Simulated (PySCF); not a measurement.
Bonds (- single, = double, # triple, : aromatic): F1-P2 1.593 Å, P2-F3 1.568 Å, P2-F4 1.569 Å, P2-F5 1.569 Å, P2-F6 1.593 Å.

PySCF 2.14.0 with density-fitted response routines calculation with σ from GIAO-KT3/pcSseg-2 and geometry from PBE0-D3(BJ)/def2-SVP; no relativistic terms, one averaged value for each set of equivalent atoms, isolated molecule, one conformer.

Referencing at the same level of theory: ¹⁹F (146.91 ppm) against CFCl3; ³¹P (321.56 ppm) against H3PO4.

| atoms | nucleus | count | δ (ppm) |
| --- | --- | --- | --- |
| F3/F4/F5 | ¹⁹F | 3 | ? |
| F1 | ¹⁹F | 1 | -70.5 |
| F6 | ¹⁹F | 1 | ? |
| P2 | ³¹P | 1 | -55.3 |

**Question.** Fill in the missing shifts.

**Answer.** 
- F6: -70.5 ppm, fluorine bonded to P
- F3/F4/F5: -79.0 ppm, fluorine bonded to P

Unscaled 19F shifts against computed CFCl3 carry errors that often reach 10 to 50 ppm. Experimental scales use liquid or dissolved standards, which lie at an offset from isolated H3PO4.
